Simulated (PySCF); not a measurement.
**Cost against result**

Saddle point of BH$_{5}$S, closed shell (BH₃ + H₂S → BH₃S ([BH2][SH]) + H₂; bonds formed: H2–H5; dative contacts that become bonds: B1–S6; bonds broken: B1–H2, H5–S6), PBE0-D4/def2-TZVP structure:

B1  (-0.516, -0.409, -0.131)
H2  (0.223, -0.715, -1.113)
H3  (-0.399, -1.237, 0.717)
H4  (-1.565, -0.060, -0.579)
H5  (0.589, 0.288, -0.634)
S6  (0.340, 1.339, 0.504)
H7  (1.327, 0.794, 1.235)
(Å)

Barriers are electronic and count from the start structure reached by relaxing down the imaginary mode.

PySCF 2.14 with density fitting (its default auxiliary sets; JK sets also for MP2 and CCSD(T)); basis: as named in each row; cores frozen in the correlated methods. B3LYP uses VWN-RPA correlation. Extrapolation: Hartree–Fock as exp(−7.88 √X), correlation as X^−2.97.

Times are rough, for one single point on 4 threads of a shared host (AMD EPYC 7B13).

The estimate by CCSD(T) at an estimated basis limit (MP2 extrapolated from triple and quadruple zeta, plus CCSD(T) − MP2 in triple zeta) is 76.6 kJ/mol.

```tsv
method	basis	time (s)	barrier (kJ/mol)	method less estimate
HF	STO-3G	under 1	230.7	154.1
MP2	def2-QZVPP	2	73.1	-3.5
B3LYP-D4	6-31G	2	70.7	-5.9
PBE0-D4	def2-SVP	2	61.0	-15.6
PBE-D4	def2-SVP	2	50.0	-26.6
SPW92	def2-TZVPP	3	46.9	-29.7
CCSD(T)	def2-SVP	3	82.9	6.3
BHLYP-D4	def2-TZVPP	3	89.8	13.2
PBE0-D4	def2-TZVPP	3	67.0	-9.6
B3LYP-D4	def2-TZVPP	3	76.1	-0.5
PBE-D4	def2-TZVPP	4	57.0	-19.6
r2SCAN-D4	def2-TZVPP	6	63.4	-13.2
CCSD(T)	def2-TZVPP	36	80.6	4.0
wB97M-V	def2-TZVPP	80	77.7	1.2
```

All methods are single points on the PBE0-D4 structures.

No T1 diagnostic of these runs exceeds 0.015.

Labels in which every atom is bracketed show which atoms are joined, not bond orders.
